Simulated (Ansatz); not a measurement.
Reaction (atomization): `N=C1[C@@H](F)[C@@H]1F` → 3 C• + 2 F• + 3 H• + N•

Gas-phase electronic energies from Ansatz, PBE0-D4/def2-TZVP geometries. CCSD(T)/CBS is the MP2 limit (def2-TZVPP, def2-QZVPP) plus CCSD(T) − MP2 in def2-TZVPP, frozen cores. This one scheme is used for every species, atoms too. No spin–orbit coupling; open shells (•) take unrestricted orbitals. Spin–orbit coupling would lower the free atoms: a little for C, F. One conformer a species, not always the lowest.

| species | SCS-MP2/def2-QZVPP energy (Eh) |
| --- | --- |
| `N=C1[C@@H](F)[C@@H]1F` | -369.97797 |
| C• | -37.76798 |
| F• | -99.63553 |
| H• | -0.49998 |
| N• | -54.50148 |

Task: Work out ΔE.

Result: ΔE = 3 × (-37.76798) + 3 × (-0.49998) + 2 × (-99.63553) + (-54.50148) − (-369.97797) = 1.40155 Eh = +879.5 kcal/mol. CCSD(T)/CBS gives +871.6 kcal/mol.

Largest T1 diagnostic among the species: 0.012.

From PBE to PBE0 (25 % exact exchange), in def2-TZVPP and without D4, ΔE moves by −34.4 kcal/mol: exact exchange takes away binding that semilocal exchange gives to molecules. The D4 term adds +5.7 kcal/mol with B3LYP and +3.0 kcal/mol with PBE0; it sums over pairs of atoms, weighted by their polarisabilities, and B3LYP, whose exchange is more repulsive, gets the larger term.

B3LYP here is the variant with VWN-RPA as its local correlation; programs differ in this.

For atomizations the MP2-based limit and the directly extrapolated one differ by several kJ/mol either way, and by 10 to 25 for some Ge, Se and Sn compounds, so smaller differences from it don't rank the levels.
